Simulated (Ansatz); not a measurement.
## Worked example: C5H10S → C5H8S + H2

Species: C5H10S (thiane) `C1CCSCC1`, singlet; C5H8S `C=CCSC=C`, singlet; H2 (hydrogen), singlet. 

Shapes, held fixed at every level: PBE0-D4/def2-TZVP. Flexible molecules stand in one conformer, not always the lowest. Programs: Ansatz 0.2.0. Electronic energies: no zero-point or thermal term.

At CCSD(T)/CBS estimate; 1 Eh = 2625.50 kJ/mol:

```
species  energy (Eh)
 C5H10S  -594.073373
  C5H8S  -592.805153
     H2    -1.175441
```

Problem. Work out ΔE of the reaction at this level.

Solution. 
1. Products less reactants: (-592.805153) + (-1.175441) − [(-594.073373)] = 0.092779 Eh = +243.6 kJ/mol.

Other levels give +222.5 (B3LYP-D4/def2-TZVPP) to +268.9 kJ/mol (PBE0-D4/def2-TZVPP). No measured value is set beside it here. The CBS estimate extrapolates MP2 from def2-TZVPP and def2-QZVPP and adds CCSD(T) − MP2 in the triple-zeta set, cores frozen; for H2 it overshoots the exact energy by about 1 mEh.
